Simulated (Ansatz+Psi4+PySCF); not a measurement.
Two shapes of singlet CH4.

Shape 1:

```xyz
5

C     0.0000    0.0000    0.0000
H     0.9437    0.9437    0.9437
H    -0.6291   -0.6291    0.6291
H     0.6291   -0.6291   -0.6291
H    -0.6291    0.6291   -0.6291
```

Shape 2:

```xyz
5

C     0.0000    0.0000    0.0000
H     1.8874    1.8874    1.8874
H    -0.6291   -0.6291    0.6291
H     0.6291   -0.6291   -0.6291
H    -0.6291    0.6291   -0.6291
```

Basis set: cc-pVTZ (spherical functions). Left uncorrelated: 1 orbital. Charge 0, multiplicity 1.

Computed with Ansatz (development build ahead of 0.2.0); each method stands on the lowest determinant of its kind that the runs found.

Q: Which shape is lower in energy, and by how much in each method?

A:

```
     method  E(2) − E(1) (eV)
        RHF             5.564
        UHF             1.675
    RHF-MP2             4.500
   UHF-CCSD             2.972
UHF-CCSD(T)             3.050
```

Shape 1 is lower. Caution for RHF, RHF-MP2: an unrestricted determinant lies well below. Caution for UHF, UHF-CCSD, UHF-CCSD(T): the unrestricted determinant is a mixture of spin states. Caution for RHF-MP2: large amplitudes, a single reference is doubtful.
